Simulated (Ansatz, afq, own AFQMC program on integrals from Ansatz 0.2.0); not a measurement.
Two steps: Ansatz 0.2.0 writes the Fock matrix and Cholesky factors of the valence space, and afq projects on them the lowest state that overlaps trial and start.

```yaml
crystal:
  periodic: [false, false, false]
  atoms:
    - {symbol: C, position_ang: [0.000000, 0.000000, 0.722500]}
    - {symbol: C, position_ang: [0.000000, 0.000000, -0.722500]}
    - {symbol: H, position_ang: [0.000000, 0.923180, 1.291986]}
    - {symbol: H, position_ang: [0.000000, -0.923180, 1.291986]}
    - {symbol: H, position_ang: [0.000000, 0.923180, -1.291986]}
    - {symbol: H, position_ang: [0.000000, -0.923180, -1.291986]}
basis:
  gaussian: {orbitals: 6-31G}
magnetization: {spin_polarized: true, initial_magnetization: 0}
correlation: {method: ccsd_t, electrons: outside_noble_gas, hamiltonian_folder: ham}
```

```sh
$ ansatz run in.yaml --threads 1 --pin off --events-out ev --progress --plain --max-ram 1382MiB
```

afq runs on the folder ham with

```
--method phaseless --trial cisd --walkers 180 --populations 1 --least-time 40 --time-step 0.005 --steps-per-block 50 --equilibration-blocks 28 --max-blocks 300 --target-error 0.00042 --factor-cut 1e-05 --start spin_pure --seed 181 --release-times 0.24,0.51,0.99,1.62,2.4 --release-step 0.03 --release-every 4 --taylor-order 6
```

Times are imaginary, in 1/Eh. The walk had a cap of 529 s.

afq prints:

```
orbitals 24  electrons 6 6  factors 173 of 382
reference energy -77.98783504 Eh
CCSD correlation -0.21625221 Eh in 10 cycles, weight of the determinant in the CISD state 0.8819
energy of the start -78.204087 Eh
 block  time / (1/Eh)  mean weight  energy / Eh
     1     0.250  0.9999  -78.200643
     2     0.500  0.9998  -78.202184
     3     0.750  0.9990  -78.204475
     4     1.000  0.9997  -78.204351
     5     1.250  1.0004  -78.204026
     7     1.750  1.0015  -78.207063
     9     2.250  1.0001  -78.222065
    11     2.750  1.0000  -78.222474
    21     5.250  0.9990  -78.213968
    31     7.750  1.0000  -78.210964
    41    10.250  1.0006  -78.205841
    51    12.750  1.0009  -78.208582
    61    15.250  1.0003  -78.211271
    71    17.750  0.9999  -78.209939
    81    20.250  1.0008  -78.210399
    91    22.750  1.0004  -78.210619
   101    25.250  0.9985  -78.217644
   111    27.750  1.0003  -78.208177
   121    30.250  1.0003  -78.210262
   131    32.750  0.9993  -78.207288
   141    35.250  0.9999  -78.207130
   151    37.750  1.0002  -78.211756
   161    40.250  0.9989  -78.222015
   171    42.750  0.9995  -78.209652
   181    45.250  0.9997  -78.209128
   191    47.750  1.0006  -78.217659
   201    50.250  0.9996  -78.213767
   211    52.750  1.0006  -78.215143
   221    55.250  1.0001  -78.209290
   226    56.500  0.9995  -78.204100
   231    57.750  1.0012  -78.223283
   236    59.000  1.0017  -78.217734
blocks merged  error / Eh  count
     1  0.000287  208
     2  0.000343  104
     4  0.000405  52
     8  0.000459  26
    16  0.000575  13
released: time / (1/Eh)  energy / Eh  error  mean overlap
  0.24  -78.211209  0.000428  1.0019
  0.51  -78.211152  0.000310  0.9984
  0.99  -78.211032  0.000258  0.9969
  1.62  -78.211402  0.000306  1.0025
  2.40  -78.211142  0.000310  1.0013
energy -78.210760 +/- 0.000459 Eh
(rows thinned)
```

The run passed its tests (sampling time, drift between the halves within three errors, error under three times the target), which doesn't prove that it has relaxed, ending at its cap on processor time.

Against this walk (error 12.5 meV) on the same determinant: CCSD(T) 11.1 meV higher (within the noise), CCSDT(Q) 10.8 meV lower (within the noise). The error is statistical and leaves out the bias of the constraint. Released to 2.40 1/Eh the energy moves by -10 ± 15 meV (both errors), within twice the noise.

Cautions: constraint bias not in the error; error above the target (12.5 against 11.4 meV); higher spins were not checked; an unrestricted solution with more broken spin lies lower (173 meV, ⟨S²⟩ 0.40), while this determinant keeps restricted orbitals.

The walk took 8.8 min on 1 thread of Intel(R) Xeon(R) Platinum 8259CL CPU @ 2.50GHz (Skylake/Cascade Lake), on a shared host. The log's last line is the phaseless energy.

CCSDT and higher add their correlation energy to the determinant of the CCSD(T) run, since their own runs factorise the integrals more tightly (a shift of under 2 meV). A walk keeps the symmetry of its determinant, which the program's search chose and which needn't be the lowest solution, so a lower state of the same spin and another symmetry isn't excluded.
